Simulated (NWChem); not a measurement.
**Which level was it?**

The species is CH2BN (5 atoms), meant as a singlet with charge 0. As SMILES, `BC#N`. Geometry: relaxed at PBE0-D4/def2-TZVP.

```xyz
5

B    -0.2192    0.4413   -0.3419
C     0.3527   -0.6967    0.4907
N     0.7865   -1.5596    1.1222
H    -0.7443    0.1874   -1.3776
H    -0.1259    1.5540    0.0653
```

Orbital energies are those of the mean-field step.

A calculation with NWChem 7.3.0 gave:

* total energy: -118.6134 Eh
* dipole moment: 2.76 D
* HOMO energy: -12.92 eV
* LUMO energy: 0.33 eV
* HOMO–LUMO gap: 13.25 eV
* largest force: 2.081 eV/Å

Problem. Which of these levels gave the numbers?
A. B3LYP/def2-TZVP
B. MP2/def2-TZVP
C. HF/3-21G
D. B3LYP/6-31G* (Cartesian functions)

Solution. B. The others give -118.9227 Eh (B3LYP/def2-TZVP), -118.8760 Eh (B3LYP/6-31G* (Cartesian functions)), -117.4804 Eh (HF/3-21G).
